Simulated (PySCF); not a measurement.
Species: C5H6O.
Atom-mapped SMILES: `[CH2:1]=[CH:2][C:3](=[CH2:4])[CH:5]=[O:6]` (hydrogens: H7, H8 on C1; H9 on C2; H10, H11 on C4; H12 on C5)

Computed with TDDFT wB97X-D/def2-SVPD, vertical, gas phase, core orbitals frozen in the response (PySCF). The structure is a single PBE0-D3(BJ)/def2-SVP conformer in the gas phase; no vibrational or solvent corrections. Torsions of this conformer, `[CH2:1]=[CH:2][C:3](=[CH2:4])[CH:5]=[O:6]`: C1–C2–C3–C4 180°, C2–C3–C5–O6 -179°.

Frontier orbitals with the atoms that hold most of them (Löwdin shares over 4%, at most four atoms; ? is withheld):

```tsv
orbital	ε (eV)	atoms
LUMO+2	2.39	C1 21%, C2 15%, C4 14%, C5 8%
LUMO+1	1.18	C2 25%, C1 23%, C5 14%, O6 12%
LUMO	?	C4 27%, C5 18%, C3 17%, O6 15%
HOMO	-9.08	?
HOMO-1	-9.59	?
HOMO-2	-11.56	C2 24%, C3 21%, O6 16%, C1 15%
HOMO-3	-12.50	C1 19%, C2 19%, C3 12%, H8 9%
```

Q: Give the leading atoms of the HOMO-1.

A: O6 (bonded to C) 59%; C5 (bonded to C, O and H) 15%; C3 (bonded to 3 C) 9%; H12 (bonded to C) 8%. By element: oxygen 59%, carbon 24% or more, hydrogen 8% or more.

Q: Give the leading atoms of the HOMO.

A: C1 (bonded to C and 2 H) 26%; C4 (bonded to C and 2 H) 22%; C2 (bonded to 2 C and H) 20%; C3 (bonded to 3 C) 18%.

Q: What is the LUMO energy, and the HOMO–LUMO gap?

A: ε(LUMO) = -0.36 eV; the gap is 8.72 eV (0.3203 hartree).

Q: How does S1 compare with the orbital gap of 8.72 eV?

A: S1 is at 3.69 eV (f = 0.0002), 5.03 eV below the gap, made of HOMO-1→LUMO (86%), HOMO-1→LUMO+1 (11%). Its leading pair isn't HOMO and LUMO; the energies of that pair differ by 9.23 eV. 

Q: Give energy, strength and leading configuration of S1, S2, S3, S4 and S5, and follow the Löwdin shares of the leading atoms from the occupied to the empty orbital.

A: 
- S1 (3.69 eV, f 0.0002), HOMO-1→LUMO (86%): O6 59% → 15%, C5 15% → 18%, C4 at most 9% → 27%
- S2 (4.92 eV, f 0.152), HOMO→LUMO (91%): C1 26% → at most 16%, C4 22% → 27%, C5 at most 15% → 18%
- S3 (6.08 eV, f 0.0039), HOMO-1→LUMO+1 (78%): O6 59% → 12%, C5 15% → 14%, C2 at most 9% → 25%, C1 at most 9% → 23%
- S4 (6.21 eV, f 0.435), HOMO→LUMO+1 (88%): C1 26% → 23%, C4 22% → at most 13%, C2 20% → 25%
- S5 (6.90 eV, f 0.110), HOMO-2→LUMO (97%): C2 24% → at most 16%, C3 21% → 17%, C4 at most 15% → 27%, C5 at most 15% → 18%

Löwdin shares depend on the basis, the more so with diffuse functions.

On one thread of an Arm Neoverse V1, on a shared host, this took 96 s of wall time.
